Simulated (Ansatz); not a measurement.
Antifluorite Mg2Sn was calculated with HSE06-D3(BJ) (Ansatz, a first-principles code, plane waves, PAW).

Settings: plane-wave cutoff 460 eV, 6×6×6 k mesh, Fermi–Dirac smearing 0.01 eV, scalar-relativistic PAW data made under PBE.

A third-order Birch–Murnaghan fit to the energies gives V0 = 24.389 Å³/atom, B0 = 51.3 GPa, B′ = 4.1.

| V (Å³/atom) | P (GPa) |
|---|---|
| 23.166 | … |
| 23.776 | … |
| 24.122 | … |
| 24.995 | -1.200 |
| 25.710 | -2.432 |

Q: Estimate the withheld pressures from this fit; the answers are the runs' own values.

A: 
- 23.166, P (GPa): 2.931
- 23.776, P (GPa): 1.375
- 24.122, P (GPa): 0.577

The formula P = (3/2) B0 (x^(7/3) − x^(5/3)) [1 + (3/4)(B′ − 4)(x^(2/3) − 1)] with x = V0/V meets the computed pressures within 0.01 GPa when these rounded values are put in.

Measured, for comparison: equilibrium volume per atom 25.82 Å³/atom (temperature not stated, not corrected to a static lattice; as tabulated in Freccero, Grin, Wagner, Dalton Trans. (2023), ESI). Computed (rounded) less measured: equilibrium volume per atom -5.5 %.

Spin–orbit coupling is not included.

Computed values are for the static lattice.
